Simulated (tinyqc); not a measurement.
Inside a calculation (part 1 of 2). Method: RKS/LDA (PW92) in the sto-3g basis, for OH-, spin multiplicity 1. The basis has no diffuse functions, so it cannot describe the extra electron: this is an exercise in the method, not the real anion. Computed by tinyqc, a small Python program that keeps every step (integrals from PySCF). Settings: charge = -1, multiplicity = 1, basis = sto-3g, energy threshold = 1e-09, iteration cap = 70, orthogonalisation = canonical, start = atomic densities, DIIS depth = 0, method = RKS, functional = lda,pw, grid = [40, 26]. Command: `OMP_NUM_THREADS=1 python tinyqc.py 22054 22055 out.jsonl` (the two numbers bound the seeds that draw the settings). One thread of a shared host (Intel(R) Xeon(R) Processor @ 2.60GHz), about 0.6 s of CPU time with the checks. Later iterations appear only in the table of the cycle.

## One-electron integrals

Geometry (angstrom):
```
atom         x         y         z
O     0.000000  0.000000  0.000000
H     0.000000  0.000000  0.929000
```

Basis sto-3g: exponents (1/bohr^2) and contraction coefficients of normalised primitives:
```
element  l (shell)    exponent  coefficient
O            s (1)  130.709320     0.154329
O            s (1)   23.808861     0.535328
O            s (1)    6.443608     0.444635
O            s (2)    5.033151    -0.099967
O            s (2)    1.169596     0.399513
O            s (2)    0.380389     0.700115
O            p (3)    5.033151     0.155916
O            p (3)    1.169596     0.607684
O            p (3)    0.380389     0.391957
H            s (1)    3.425251     0.154329
H            s (1)    0.623914     0.535328
H            s (1)    0.168855     0.444635
```

Overlap, kinetic and nuclear-attraction integrals over the contracted functions; the nuclear repulsion is the sum of Za Zb / Rab.

nuclear repulsion = 4.55696199 hartree

overlap S, order 1O 1s, 1O 2s, 1O 2px, 1O 2py, 1O 2pz, 2H 1s:
$$\begin{pmatrix}
1.000000 & 0.236704 & 0.000000 & 0.000000 & 0.000000 & 0.057705 \\
0.236704 & 1.000000 & 0.000000 & 0.000000 & 0.000000 & 0.493489 \\
0.000000 & 0.000000 & 1.000000 & 0.000000 & 0.000000 & 0.000000 \\
0.000000 & 0.000000 & 0.000000 & 1.000000 & 0.000000 & 0.000000 \\
0.000000 & 0.000000 & 0.000000 & 0.000000 & 1.000000 & 0.403068 \\
0.057705 & 0.493489 & 0.000000 & 0.000000 & 0.403068 & 1.000000
\end{pmatrix}$$

kinetic energy T (hartree), order 1O 1s, 1O 2s, 1O 2px, 1O 2py, 1O 2pz, 2H 1s:
$$\begin{pmatrix}
29.003200 & -0.168011 & 0.000000 & 0.000000 & 0.000000 & -0.000356 \\
-0.168011 & 0.808128 & 0.000000 & 0.000000 & 0.000000 & 0.142610 \\
0.000000 & 0.000000 & 2.528731 & 0.000000 & 0.000000 & 0.000000 \\
0.000000 & 0.000000 & 0.000000 & 2.528731 & 0.000000 & 0.000000 \\
0.000000 & 0.000000 & 0.000000 & 0.000000 & 2.528731 & 0.306444 \\
-0.000356 & 0.142610 & 0.000000 & 0.000000 & 0.306444 & 0.760032
\end{pmatrix}$$

nuclear attraction V (hartree), order 1O 1s, 1O 2s, 1O 2px, 1O 2py, 1O 2pz, 2H 1s:
$$\begin{pmatrix}
-61.188075 & -7.317911 & 0.000000 & 0.000000 & -0.016480 & -1.839242 \\
-7.317911 & -9.612544 & 0.000000 & 0.000000 & -0.191686 & -3.835451 \\
0.000000 & 0.000000 & -9.495244 & 0.000000 & 0.000000 & 0.000000 \\
0.000000 & 0.000000 & 0.000000 & -9.495244 & 0.000000 & 0.000000 \\
-0.016480 & -0.191686 & 0.000000 & 0.000000 & -9.628720 & -2.853008 \\
-1.839242 & -3.835451 & 0.000000 & 0.000000 & -2.853008 & -5.598514
\end{pmatrix}$$

core Hamiltonian H = T + V (hartree), order 1O 1s, 1O 2s, 1O 2px, 1O 2py, 1O 2pz, 2H 1s:
$$\begin{pmatrix}
-32.184875 & -7.485922 & 0.000000 & 0.000000 & -0.016480 & -1.839598 \\
-7.485922 & -8.804416 & 0.000000 & 0.000000 & -0.191686 & -3.692840 \\
0.000000 & 0.000000 & -6.966513 & 0.000000 & 0.000000 & 0.000000 \\
0.000000 & 0.000000 & 0.000000 & -6.966513 & 0.000000 & 0.000000 \\
-0.016480 & -0.191686 & 0.000000 & 0.000000 & -7.099989 & -2.546564 \\
-1.839598 & -3.692840 & 0.000000 & 0.000000 & -2.546564 & -4.838483
\end{pmatrix}$$

## Two-electron integrals

Functions are numbered as in S; the eight-fold symmetry (ij|kl) = (ji|kl) = (kl|ij) leaves the list below.

Two-electron integrals (ij|kl) in chemists' order, unique and non-zero (hartree):
```
(11|11) 4.785065   (21|11) 0.741380   (21|21) 0.136873   (22|11) 1.118947
(22|21) 0.256633   (22|22) 0.817206   (31|31) 0.024477   (32|31) 0.037809
(32|32) 0.180518   (33|11) 1.115814   (33|21) 0.256684   (33|22) 0.817023
(33|33) 0.880159   (41|41) 0.024477   (42|41) 0.037809   (42|42) 0.180518
(43|43) 0.047444   (44|11) 1.115814   (44|21) 0.256684   (44|22) 0.817023
(44|33) 0.785270   (44|44) 0.880159   (51|51) 0.024477   (52|51) 0.037809
(52|52) 0.180518   (53|53) 0.047444   (54|54) 0.047444   (55|11) 1.115814
(55|21) 0.256684   (55|22) 0.817023   (55|33) 0.785270   (55|44) 0.785270
(55|55) 0.880159   (61|11) 0.183818   (61|21) 0.033625   (61|22) 0.062559
(61|33) 0.062442   (61|44) 0.062442   (61|51) 0.001540   (61|52) 0.002870
(61|55) 0.062800   (61|61) 0.008367   (62|11) 0.423619   (62|21) 0.098272
(62|22) 0.343722   (62|33) 0.338091   (62|44) 0.338091   (62|51) 0.007324
(62|52) 0.054699   (62|55) 0.354666   (62|61) 0.024564   (62|62) 0.175314
(63|31) 0.010564   (63|32) 0.060463   (63|53) 0.011519   (63|63) 0.025733
(64|41) 0.010564   (64|42) 0.060463   (64|54) 0.011519   (64|64) 0.025733
(65|11) 0.294798   (65|21) 0.069310   (65|22) 0.258969   (65|33) 0.247079
(65|44) 0.247079   (65|51) 0.015124   (65|52) 0.099811   (65|55) 0.282466
(65|61) 0.018131   (65|62) 0.160448   (65|65) 0.170991   (66|11) 0.545626
(66|21) 0.128629   (66|22) 0.513522   (66|33) 0.492580   (66|44) 0.492580
(66|51) 0.013022   (66|52) 0.131573   (66|55) 0.554791   (66|61) 0.032481
(66|62) 0.321824   (66|65) 0.336647   (66|66) 0.774606
```

## Orthogonalisation

S = U s U^T; canonical form X = U s^(-1/2), so that X^T S X = 1. Each column of U has its largest component positive (the first on a tie).

eigenvalues of S: [0.349527, 0.839984, 1.000000, 1.000000, 1.128170, 1.682319]

X, order 1O 1s, 1O 2s, 1O 2px, 1O 2py, 1O 2pz, 2H 1s:
$$\begin{pmatrix}
0.250194 & 0.780156 & 0.000000 & 0.000000 & -0.596593 & 0.197059 \\
-0.969977 & -0.473612 & 0.000000 & 0.000000 & -0.369413 & 0.442073 \\
0.000000 & 0.000000 & 0.870983 & -0.491314 & 0.000000 & 0.000000 \\
0.000000 & 0.000000 & 0.491314 & 0.870983 & 0.000000 & 0.000000 \\
-0.717887 & 0.555759 & 0.000000 & 0.000000 & 0.598181 & 0.305236 \\
1.158530 & -0.220634 & 0.000000 & 0.000000 & 0.190213 & 0.516709
\end{pmatrix}$$

Within a degenerate level the vectors are fixed only up to a rotation; this is one choice.

## Starting guess

The start is atomic minimal-basis densities projected into this basis (PySCF's MINAO start) and scaled to the electron count of each spin; this density is not idempotent, so its energy is not variational and may lie below the converged one.

D at the start, order 1O 1s, 1O 2s, 1O 2px, 1O 2py, 1O 2pz, 2H 1s:
$$\begin{pmatrix}
2.387207 & -0.551379 & 0.000000 & 0.000000 & 0.018428 & -0.023727 \\
-0.551379 & 2.346554 & 0.000000 & 0.000000 & -0.096219 & 0.062670 \\
0.000000 & 0.000000 & 1.456043 & 0.000000 & 0.000000 & 0.000000 \\
0.000000 & 0.000000 & 0.000000 & 1.456043 & 0.000000 & 0.000000 \\
0.018428 & -0.096219 & 0.000000 & 0.000000 & 1.328812 & 0.130231 \\
-0.023727 & 0.062670 & 0.000000 & 0.000000 & 0.130231 & 1.122269
\end{pmatrix}$$

## Iteration 1: exchange-correlation on the grid

Becke grid with 40 radial and 26 angular points per atom, points of zero weight dropped. rho = sum D_ij phi_i phi_j; V_xc,ij = sum w v_xc phi_i phi_j; v_xc is d(rho eps)/d rho.

The 8 grid points with the largest w rho, of 2051 (bohr, atomic units):
```
x                  y         z         w       rho     eps_xc       v_xc
0.000000   -1.129387  0.000000  0.126108  0.337091  -0.576455  -0.755619
0.000000    1.129387  0.000000  0.126108  0.337091  -0.576455  -0.755619
1.129387    0.000000  0.000000  0.126108  0.337091  -0.576455  -0.755619
-1.129387   0.000000  0.000000  0.126108  0.337091  -0.576455  -0.755619
0.000000    0.972395  0.000000  0.084124  0.496802  -0.650459  -0.853427
0.972395    0.000000  0.000000  0.084124  0.496802  -0.650459  -0.853427
-0.972395   0.000000  0.000000  0.084124  0.496802  -0.650459  -0.853427
0.000000   -0.972395  0.000000  0.084124  0.496802  -0.650459  -0.853427
```

electrons on the grid, sum of w rho = 10.020626

E_xc = sum of w rho eps_xc = -9.68558038 hartree

V_xc (hartree), order 1O 1s, 1O 2s, 1O 2px, 1O 2py, 1O 2pz, 2H 1s:
$$\begin{pmatrix}
-3.032519 & -0.430772 & 0.000000 & 0.000000 & -0.000112 & -0.107493 \\
-0.430772 & -0.807815 & 0.000000 & 0.000000 & -0.016155 & -0.337828 \\
0.000000 & 0.000000 & -0.798259 & 0.000000 & 0.000000 & 0.000000 \\
0.000000 & 0.000000 & 0.000000 & -0.798259 & 0.000000 & 0.000000 \\
-0.000112 & -0.016155 & 0.000000 & 0.000000 & -0.814261 & -0.266404 \\
-0.107493 & -0.337828 & 0.000000 & 0.000000 & -0.266404 & -0.529520
\end{pmatrix}$$

## Iteration 1: building the Kohn-Sham matrix

J_ij = sum D_kl (ij|kl); F = H + J + V_xc; E = tr D H + tr D J / 2 + E_xc + E_nn.

Coulomb J (hartree), order 1O 1s, 1O 2s, 1O 2px, 1O 2py, 1O 2pz, 2H 1s:
$$\begin{pmatrix}
18.696596 & 3.482796 & 0.000000 & 0.000000 & 0.013025 & 0.857176 \\
3.482796 & 8.454556 & 0.000000 & 0.000000 & 0.147033 & 3.578809 \\
0.000000 & 0.000000 & 8.422794 & 0.000000 & 0.000000 & 0.000000 \\
0.000000 & 0.000000 & 0.000000 & 8.422794 & 0.000000 & 0.000000 \\
0.013025 & 0.147033 & 0.000000 & 0.000000 & 8.491816 & 2.752803 \\
0.857176 & 3.578809 & 0.000000 & 0.000000 & 2.752803 & 5.508288
\end{pmatrix}$$

Kohn-Sham matrix F (hartree), order 1O 1s, 1O 2s, 1O 2px, 1O 2py, 1O 2pz, 2H 1s:
$$\begin{pmatrix}
-16.520798 & -4.433899 & 0.000000 & 0.000000 & -0.003568 & -1.089915 \\
-4.433899 & -1.157675 & 0.000000 & 0.000000 & -0.060808 & -0.451860 \\
0.000000 & 0.000000 & 0.658023 & 0.000000 & 0.000000 & 0.000000 \\
0.000000 & 0.000000 & 0.000000 & 0.658023 & 0.000000 & 0.000000 \\
-0.003568 & -0.060808 & 0.000000 & 0.000000 & 0.577566 & -0.060165 \\
-1.089915 & -0.451860 & 0.000000 & 0.000000 & -0.060165 & 0.140285
\end{pmatrix}$$

total energy of this density = -78.65882053 hartree

This density is the starting one; it is not idempotent, so its energy is not variational and may lie below the converged one.

## Iteration 1: diagonalisation and new density

Diagonalise F' = X^T F X, C = X C', fill 5 alpha and 5 beta electrons from the bottom; D = 2 C_occ C_occ^T. Each column has its largest component positive (the first on a tie).

F' = X^T F X (hartree):
$$\begin{pmatrix}
0.915031 & -0.950518 & 0.000000 & 0.000000 & 0.639842 & -0.359700 \\
-0.950518 & -6.528702 & 0.000000 & 0.000000 & 7.427463 & -3.588794 \\
0.000000 & 0.000000 & 0.658023 & 0.000000 & 0.000000 & 0.000000 \\
0.000000 & 0.000000 & 0.000000 & 0.658023 & 0.000000 & 0.000000 \\
0.639842 & 7.427463 & 0.000000 & 0.000000 & -7.454152 & 4.055008 \\
-0.359700 & -3.588794 & 0.000000 & 0.000000 & 4.055008 & -2.013231
\end{pmatrix}$$

orbital energies (hartree): MO1 -16.539870, MO2 -0.050412, MO3 0.412586, MO4 0.658023, MO5 0.658023, MO6 1.096643

coefficients C, order 1O 1s, 1O 2s, 1O 2px, 1O 2py, 1O 2pz, 2H 1s:
$$\begin{pmatrix}
0.990768 & -0.225483 & -0.145282 & 0.000000 & 0.000000 & 0.111468 \\
0.039586 & 0.742262 & 0.689593 & 0.000000 & 0.000000 & -0.684836 \\
0.000000 & 0.000000 & 0.000000 & 0.859656 & 0.510874 & 0.000000 \\
0.000000 & 0.000000 & 0.000000 & -0.510874 & 0.859656 & 0.000000 \\
0.005080 & 0.095763 & -0.565875 & 0.000000 & 0.000000 & -0.972527 \\
-0.012263 & 0.396684 & -0.595112 & 0.000000 & 0.000000 & 1.087370
\end{pmatrix}$$

D after iteration 1, order 1O 1s, 1O 2s, 1O 2px, 1O 2py, 1O 2pz, 2H 1s:
$$\begin{pmatrix}
2.107141 & -0.456666 & 0.000000 & 0.000000 & 0.131304 & -0.030272 \\
-0.456666 & 2.056117 & 0.000000 & 0.000000 & -0.637882 & -0.232855 \\
0.000000 & 0.000000 & 2.000000 & 0.000000 & 0.000000 & 0.000000 \\
0.000000 & 0.000000 & 0.000000 & 2.000000 & 0.000000 & 0.000000 \\
0.131304 & -0.637882 & 0.000000 & 0.000000 & 0.658822 & 0.749369 \\
-0.030272 & -0.232855 & 0.000000 & 0.000000 & 0.749369 & 1.023333
\end{pmatrix}$$

Within a degenerate level the vectors are fixed only up to a rotation; this is one choice.

## Iteration 2: exchange-correlation on the grid

As before.

The 8 grid points with the largest w rho, of 2051 (bohr, atomic units):
```
x                  y         z         w       rho     eps_xc       v_xc
1.129387    0.000000  0.000000  0.126108  0.396533  -0.606325  -0.795087
0.000000    1.129387  0.000000  0.126108  0.396533  -0.606325  -0.795087
0.000000   -1.129387  0.000000  0.126108  0.396533  -0.606325  -0.795087
-1.129387   0.000000  0.000000  0.126108  0.396533  -0.606325  -0.795087
0.972395    0.000000  0.000000  0.084124  0.582898  -0.683748  -0.897448
0.000000    0.972395  0.000000  0.084124  0.582898  -0.683748  -0.897448
-0.972395   0.000000  0.000000  0.084124  0.582898  -0.683748  -0.897448
0.000000   -0.972395  0.000000  0.084124  0.582898  -0.683748  -0.897448
```

electrons on the grid, sum of w rho = 10.020141

E_xc = sum of w rho eps_xc = -9.10122398 hartree

V_xc (hartree), order 1O 1s, 1O 2s, 1O 2px, 1O 2py, 1O 2pz, 2H 1s:
$$\begin{pmatrix}
-2.922273 & -0.420039 & 0.000000 & 0.000000 & 0.003805 & -0.104222 \\
-0.420039 & -0.811218 & 0.000000 & 0.000000 & 0.006406 & -0.333335 \\
0.000000 & 0.000000 & -0.815235 & 0.000000 & 0.000000 & 0.000000 \\
0.000000 & 0.000000 & 0.000000 & -0.815235 & 0.000000 & 0.000000 \\
0.003805 & 0.006406 & 0.000000 & 0.000000 & -0.791335 & -0.254264 \\
-0.104222 & -0.333335 & 0.000000 & 0.000000 & -0.254264 & -0.524802
\end{pmatrix}$$

## Iteration 2: building the Kohn-Sham matrix

As before.

Coulomb J (hartree), order 1O 1s, 1O 2s, 1O 2px, 1O 2py, 1O 2pz, 2H 1s:
$$\begin{pmatrix}
17.696517 & 3.348401 & 0.000000 & 0.000000 & -0.009318 & 0.821599 \\
3.348401 & 8.359791 & 0.000000 & 0.000000 & 0.038217 & 3.514438 \\
0.000000 & 0.000000 & 8.357993 & 0.000000 & 0.000000 & 0.000000 \\
0.000000 & 0.000000 & 0.000000 & 8.357993 & 0.000000 & 0.000000 \\
-0.009318 & 0.038217 & 0.000000 & 0.000000 & 8.339687 & 2.666349 \\
0.821599 & 3.514438 & 0.000000 & 0.000000 & 2.666349 & 5.404867
\end{pmatrix}$$

Kohn-Sham matrix F (hartree), order 1O 1s, 1O 2s, 1O 2px, 1O 2py, 1O 2pz, 2H 1s:
$$\begin{pmatrix}
-17.410632 & -4.557559 & 0.000000 & 0.000000 & -0.021994 & -1.122222 \\
-4.557559 & -1.255843 & 0.000000 & 0.000000 & -0.147063 & -0.511738 \\
0.000000 & 0.000000 & 0.576245 & 0.000000 & 0.000000 & 0.000000 \\
0.000000 & 0.000000 & 0.000000 & 0.576245 & 0.000000 & 0.000000 \\
-0.021994 & -0.147063 & 0.000000 & 0.000000 & 0.448363 & -0.134479 \\
-1.122222 & -0.511738 & 0.000000 & 0.000000 & -0.134479 & 0.041583
\end{pmatrix}$$

total energy of this density = -73.80073101 hartree

## Iteration 2: diagonalisation and new density

As before.

F' = X^T F X (hartree):
$$\begin{pmatrix}
0.753880 & -1.026359 & 0.000000 & 0.000000 & 0.743724 & -0.339102 \\
-1.026359 & -6.999380 & 0.000000 & 0.000000 & 7.819410 & -3.769402 \\
0.000000 & 0.000000 & 0.576245 & 0.000000 & 0.000000 & 0.000000 \\
0.000000 & 0.000000 & 0.000000 & 0.576245 & 0.000000 & 0.000000 \\
0.743724 & 7.819410 & 0.000000 & 0.000000 & -7.838462 & 4.159934 \\
-0.339102 & -3.769402 & 0.000000 & 0.000000 & 4.159934 & -2.209775
\end{pmatrix}$$

orbital energies (hartree): MO1 -17.423417, MO2 -0.178866, MO3 0.356825, MO4 0.576245, MO5 0.576245, MO6 0.951721

coefficients C, order 1O 1s, 1O 2s, 1O 2px, 1O 2py, 1O 2pz, 2H 1s:
$$\begin{pmatrix}
0.992706 & -0.215289 & -0.157828 & 0.000000 & 0.000000 & 0.096293 \\
0.031762 & 0.729161 & 0.745645 & 0.000000 & 0.000000 & -0.639053 \\
0.000000 & 0.000000 & 0.000000 & -0.174736 & 0.984615 & 0.000000 \\
0.000000 & 0.000000 & 0.000000 & 0.984615 & 0.174736 & 0.000000 \\
0.005415 & 0.200363 & -0.555581 & 0.000000 & 0.000000 & -0.962484 \\
-0.010203 & 0.371503 & -0.564284 & 0.000000 & 0.000000 & 1.112433
\end{pmatrix}$$

D after iteration 2, order 1O 1s, 1O 2s, 1O 2px, 1O 2py, 1O 2pz, 2H 1s:
$$\begin{pmatrix}
2.113447 & -0.486268 & 0.000000 & 0.000000 & 0.099853 & -0.002097 \\
-0.486268 & 2.177340 & 0.000000 & 0.000000 & -0.535995 & -0.300388 \\
0.000000 & 0.000000 & 2.000000 & 0.000000 & 0.000000 & 0.000000 \\
0.000000 & 0.000000 & 0.000000 & 2.000000 & 0.000000 & 0.000000 \\
0.099853 & -0.535995 & 0.000000 & 0.000000 & 0.697690 & 0.775771 \\
-0.002097 & -0.300388 & 0.000000 & 0.000000 & 0.775771 & 0.913069
\end{pmatrix}$$

Within a degenerate level the vectors are fixed only up to a rotation; this is one choice.

## Iteration 31 (converged): orbitals

converged F (hartree), order 1O 1s, 1O 2s, 1O 2px, 1O 2py, 1O 2pz, 2H 1s:
$$\begin{pmatrix}
-17.361422 & -4.547414 & 0.000000 & 0.000000 & -0.018893 & -1.119518 \\
-4.547414 & -1.233389 & 0.000000 & 0.000000 & -0.135291 & -0.502175 \\
0.000000 & 0.000000 & 0.599896 & 0.000000 & 0.000000 & 0.000000 \\
0.000000 & 0.000000 & 0.000000 & 0.599896 & 0.000000 & 0.000000 \\
-0.018893 & -0.135291 & 0.000000 & 0.000000 & 0.468404 & -0.126047 \\
-1.119518 & -0.502175 & 0.000000 & 0.000000 & -0.126047 & 0.046167
\end{pmatrix}$$

As before.

F' = X^T F X (hartree):
$$\begin{pmatrix}
0.770973 & -1.022276 & 0.000000 & 0.000000 & 0.736941 & -0.355266 \\
-1.022276 & -6.969984 & 0.000000 & 0.000000 & 7.801968 & -3.759287 \\
0.000000 & 0.000000 & 0.599896 & 0.000000 & 0.000000 & 0.000000 \\
0.000000 & 0.000000 & 0.000000 & 0.599896 & 0.000000 & 0.000000 \\
0.736941 & 7.801968 & 0.000000 & 0.000000 & -7.813529 & 4.154107 \\
-0.355266 & -3.759287 & 0.000000 & 0.000000 & 4.154107 & -2.187488
\end{pmatrix}$$

orbital energies (hartree): MO1 -17.374284, MO2 -0.157468, MO3 0.364280, MO4 0.599896, MO5 0.599896, MO6 0.967445

coefficients C, order 1O 1s, 1O 2s, 1O 2px, 1O 2py, 1O 2pz, 2H 1s:
$$\begin{pmatrix}
0.992675 & -0.213470 & -0.159295 & 0.000000 & 0.000000 & 0.098219 \\
0.031867 & 0.717618 & 0.752179 & 0.000000 & 0.000000 & -0.644434 \\
0.000000 & 0.000000 & 0.000000 & -0.311169 & 0.950355 & 0.000000 \\
0.000000 & 0.000000 & 0.000000 & 0.950355 & 0.311169 & 0.000000 \\
0.005208 & 0.187615 & -0.548203 & 0.000000 & 0.000000 & -0.969261 \\
-0.010158 & 0.389426 & -0.571084 & 0.000000 & 0.000000 & 1.102791
\end{pmatrix}$$

D after iteration 31, order 1O 1s, 1O 2s, 1O 2px, 1O 2py, 1O 2pz, 2H 1s:
$$\begin{pmatrix}
2.112698 & -0.482750 & 0.000000 & 0.000000 & 0.104891 & -0.004487 \\
-0.482750 & 2.163527 & 0.000000 & 0.000000 & -0.555088 & -0.300844 \\
0.000000 & 0.000000 & 2.000000 & 0.000000 & 0.000000 & 0.000000 \\
0.000000 & 0.000000 & 0.000000 & 2.000000 & 0.000000 & 0.000000 \\
0.104891 & -0.555088 & 0.000000 & 0.000000 & 0.671505 & 0.772159 \\
-0.004487 & -0.300844 & 0.000000 & 0.000000 & 0.772159 & 0.955787
\end{pmatrix}$$

Within a degenerate level the vectors are fixed only up to a rotation; this is one choice.
